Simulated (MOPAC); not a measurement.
MOPAC input (PM3):

```
PM3 PRECISE GNORM=0.05 LET XYZ UHF MS=0.5 GEO-OK AUX(PRECISION=9) THREADS=1
C5H4N

N    -0.01032444 1   -0.06137292 1    1.37552030 1
C     0.01111261 1   -0.05076901 1   -1.42111101 1
C    -0.00948800 1    1.07811280 1    0.68708221 1
C    -0.00060027 1   -1.22012757 1    0.69870174 1
C     0.00986232 1   -1.19836935 1   -0.67466053 1
C     0.00091708 1    1.14604722 1   -0.70227612 1
H     0.01945816 1   -0.05794193 1   -2.50410661 1
H    -0.01757351 1    1.98825720 1    1.27697845 1
H    -0.00150087 1   -2.13337060 1    1.28042934 1
H     0.00106483 1    2.10330131 1   -1.20836099 1
```

From the last part of the output:

```
                                                       MOPAC v23.2.5 Linux

          FINAL HEAT OF FORMATION =         80.49820 KCAL/MOL =     336.80447 KJ/MOL

          COSMO AREA              =        113.97 SQUARE ANGSTROMS
          COSMO VOLUME            =        102.27 CUBIC ANGSTROMS

          GRADIENT NORM           =          0.04197          =       0.01327 PER ATOM
          IONIZATION POTENTIAL    =         10.246326 EV
          ALPHA SOMO LUMO (EV)    =        -10.264 -0.046
          BETA  SOMO LUMO (EV)    =        -10.246 -0.288
          NO. OF ALPHA ELECTRONS  =         15
          NO. OF BETA  ELECTRONS  =         14
          MOLECULAR WEIGHT        =         78.0933         POINT GROUP:  Cs

          MOLECULAR DIMENSIONS (Angstroms)

            Atom       Atom       Distance
            H    10    H     9     4.98499
            H     8    H     7     4.36822
            C     3    C     6     0.00000

          SCF CALCULATIONS        =         29

   ATOM   CHEMICAL          X               Y               Z
  NUMBER   SYMBOL      (ANGSTROMS)     (ANGSTROMS)     (ANGSTROMS)

     1       N         -0.01035234  *  -0.07165354  *   1.38438182  *
     2       C          0.01122999  *  -0.04415228  *  -1.43976073  *
     3       C         -0.00958328  *   1.09684232  *   0.68996269  *
     4       C         -0.00054303  *  -1.25508148  *   0.70902484  *
     5       C          0.00966094  *  -1.17105486  *  -0.66233072  *
     6       C          0.00097627  *   1.15417336  *  -0.71411522  *
     7       H          0.01978120  *  -0.08663172  *  -2.53157669  *
     8       H         -0.01785528  *   2.00340736  *   1.30596130  *
     9       H         -0.00128689  *  -2.18824668  *   1.28047673  *
    10       H          0.00113054  *   2.12086423  *  -1.22584907  *

                             CARTESIAN COORDINATES

   1    N       -0.010352338    -0.071653545     1.384381823
   2    C        0.011229993    -0.044152280    -1.439760730
   3    C       -0.009583284     1.096842321     0.689962688
   4    C       -0.000543029    -1.255081485     0.709024840
   5    C        0.009660941    -1.171054857    -0.662330723
   6    C        0.000976272     1.154173362    -0.714115221
   7    H        0.019781197    -0.086631716    -2.531576689
   8    H       -0.017855283     2.003407358     1.305961303
   9    H       -0.001286886    -2.188246680     1.280476730
  10    H        0.001130536     2.120864227    -1.225849074

           Empirical Formula: C5 H4 N  =    10 atoms

      MOLECULAR POINT GROUP   :   Cs

          ALPHA EIGENVALUES
 -38.76834 -29.67653 -28.77981 -22.15909 -21.31211 -18.36132 -17.40821 -15.67531
 -14.54014 -14.16197 -14.10834 -11.49092 -11.00280 -10.55531 -10.26377  -0.04600
  -0.00130   2.34347   2.65653   2.67949   2.99476   3.44346   4.34370   4.37938
   4.56065   4.74356   5.29220   6.58748

           BETA EIGENVALUES
 -38.61174 -29.70609 -28.57350 -22.03345 -20.78098 -18.27659 -17.24624 -15.51891
 -14.45750 -13.97765 -13.77200 -10.78721 -10.33871 -10.24633  -0.28769  -0.17591
   0.41809   2.61568   2.63518   2.80440   2.90466   3.53879   4.32693   4.48175
   4.60520   5.23441   5.33581   6.67010

              NET ATOMIC CHARGES AND DIPOLE CONTRIBUTIONS

  ATOM NO.   TYPE          CHARGE      No. of ELECS.   s-Pop       p-Pop
    1          N          -0.063698        5.0637     1.61788     3.44582
    2          C          -0.061071        4.0611     1.17039     2.89068
    3          C          -0.084742        4.0847     1.20976     2.87498
    4          C          -0.052768        4.0528     1.19566     2.85711
    5          C          -0.109051        4.1091     1.31011     2.79895
    6          C          -0.133724        4.1337     1.19066     2.94307
    7          H           0.129674        0.8703     0.87033
    8          H           0.121270        0.8787     0.87873
    9          H           0.138001        0.8620     0.86200
   10          H           0.116110        0.8839     0.88389
 DIPOLE           X         Y         Z       TOTAL
 POINT-CHG.    -0.000     0.624    -0.307     0.695
 HYBRID         0.009     0.109    -1.248     1.252
 SUM            0.009     0.733    -1.555     1.719

          ATOMIC ORBITAL ELECTRON POPULATIONS

     Atom    s        px        py        pz
    1  N   1.61788   1.07310   0.95980   1.41292
    2  C   1.17039   0.98210   0.91717   0.99141
    3  C   1.20976   0.97332   0.97425   0.92742
    4  C   1.19566   0.97042   0.97288   0.91381
    5  C   1.31011   0.98583   0.88865   0.92446
    6  C   1.19066   1.01523   0.97737   0.95047
    7  H   0.87033
    8  H   0.87873
    9  H   0.86200
   10  H   0.88389

                    (SZ)    =    0.500000
                    (S**2)  =    1.087875

          ATOMIC ORBITAL SPIN POPULATIONS

    Atom   Total    s     px     py     pz
         Atomic
    1  N  0.3391 -0.003  0.257  0.038  0.047
    2  C -0.4288 -0.024 -0.318 -0.040 -0.047
    3  C -0.3827 -0.027 -0.295 -0.026 -0.034
    4  C -0.4075 -0.021 -0.314 -0.032 -0.040
    5  C  1.3710  0.216  0.371  0.553  0.230
    6  C  0.4311  0.034  0.300  0.052  0.046
    7  H  0.0415  0.041
    8  H  0.0287  0.029
    9  H  0.0325  0.032
   10  H -0.0250 -0.025

 **********************
 *                    *
 * JOB ENDED NORMALLY *
 *                    *
 **********************

 == MOPAC DONE ==
```

The determinant is spin-contaminated: <S^2> is 1.09 against 0.75 for a pure state.
